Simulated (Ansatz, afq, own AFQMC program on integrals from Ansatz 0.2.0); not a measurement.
**Where AFQMC and coupled cluster stand for BSiH2, doublet**

```yaml
atoms:
  - { symbol: Si, position_ang: [0.0000, -0.0045, 0.6060] }
  - { symbol: B, position_ang: [0.0000, -0.0770, -1.2368] }
  - { symbol: H, position_ang: [0.0000, 1.1514, -0.7490] }
  - { symbol: H, position_ang: [0.0000, -0.2003, -2.8711] }
```

Connectivity, by distances: Si–B ··· H, 1 bridging H.

Basis cc-pVDZ. Noble-gas cores (and the filled d shells of Ga–Kr and In–Xe) are frozen. Ansatz 0.2.0 and our own AFQMC program on the same integrals; the CISD trial comes from CCSD amplitudes, and released means the phaseless constraint is let go. ± is one standard error of the sampling.

Determinant: UHF, the one that the program's search chose, which needn't be the lowest solution. The geometry is a point of a scan.

No full CI on the walks' own integrals is used here; CCSDT(Q) serves as the reference and is uncertain by about the last step of the cluster series.

Cautions: the released energies are still falling, so no released level is given (meV from the phaseless value at times in 1/Eh: 2 ± 13 at 0.24, -12 ± 11 at 0.51, -40 ± 12 at 0.99, -39 ± 14 at 1.62, -100 ± 24 at 2.40).

The T1 diagnostic is 0.0218 and the weight of the determinant in the CISD state is 0.861. The ⟨S²⟩ of the determinant is 0.765 and the size of the correlated space is 9 electrons in 36 orbitals.

| level | correlation energy (eV) |
| --- | --- |
| MP2 | -4.3833 |
| CCSD | -5.3710 |
| CCSD(T) | -5.5911 |

Q: Estimate where phaseless AFQMC with the Hartree–Fock trial lies against CCSD(T) on the same integrals.

A: 36.6 ± 54.7 meV above CCSD(T). The gap is under twice the noise, so this walk alone can't tell the two apart.

Reference: CCSDT(Q), correlation energy -5.646 eV.

| level | E − E(reference) (meV) | share of correlation (%) |
| --- | --- | --- |
| CCSD(T) | 54.9 | 99.03 |
| CCSDT | 13.4 | 99.76 |
| ph-AFQMC/HF | 91.5 ± 54.7 | 98.38 |
| ph-AFQMC/CISD | 70.7 ± 11.0 | 98.75 |

A walk keeps the symmetry of its determinant, which the program's search chose and which needn't be the lowest solution, so a lower state of the same spin and another symmetry isn't excluded.
